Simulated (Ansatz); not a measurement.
Reaction: H3BSO (SMILES OBS) → H2BO (SMILES [BH]O, doublet) + HS (SMILES [SH], doublet) (the B-S bond breaks)
Each species at its own B3LYP-D3(BJ)/def2-TZVP minimum (Ansatz, a first-principles code), one conformer.

Total energies in hartree (Ansatz). Open shells are spin-unrestricted; no spin-orbit coupling. Cores are frozen in correlated methods. No relativity.

| species | HF/cc-pV(T+d)Z | CCSD(T)/cc-pV(T+d)Z | HF/cc-pV(Q+d)Z | CCSD(T)/cc-pV(Q+d)Z | CCSD(T)/cc-pV(D+d)Z | CCSDT(Q)/cc-pV(D+d)Z |
|---|---|---|---|---|---|---|
| 1: H3BSO (SMILES OBS) | -498.96147 | -499.53402 | -498.97278 | -499.58385 | -499.36687 | -499.36878 |
| 2: H2BO (SMILES O[BH], doublet) | -100.72714 | -101.07275 | -100.73513 | -101.10352 | -100.96941 | -100.97058 |
| 3: HS (SMILES [SH], doublet) | -398.10608 | -398.28901 | -398.10985 | -398.30558 | -398.22993 | -398.23055 |

**Question.** Work out the bond dissociation energy (electronic) in kJ/mol: take Hartree-Fock from cc-pV(Q+d)Z, extrapolate the CCSD(T) correlation energy as X^-3 (X = 3, 4), and add CCSDT(Q) - CCSD(T) in cc-pV(D+d)Z. 1 hartree = 2625.5 kJ/mol.

**Answer.** 
Species 1: correlation (64·(-0.61107) - 27·(-0.57255))/37 = -0.63918; step -0.00191; E1 = -498.97278 + (-0.63918) + (-0.00191) = -499.61387
Species 2: correlation (64·(-0.36839) - 27·(-0.34561))/37 = -0.38501; step -0.00117; E2 = -100.73513 + (-0.38501) + (-0.00117) = -101.12131
Species 3: correlation (64·(-0.19573) - 27·(-0.18293))/37 = -0.20507; step -0.00062; E3 = -398.10985 + (-0.20507) + (-0.00062) = -398.31554
-1·E1 +1·E2 +1·E3 = 0.17702 hartree = 464.8 kJ/mol.
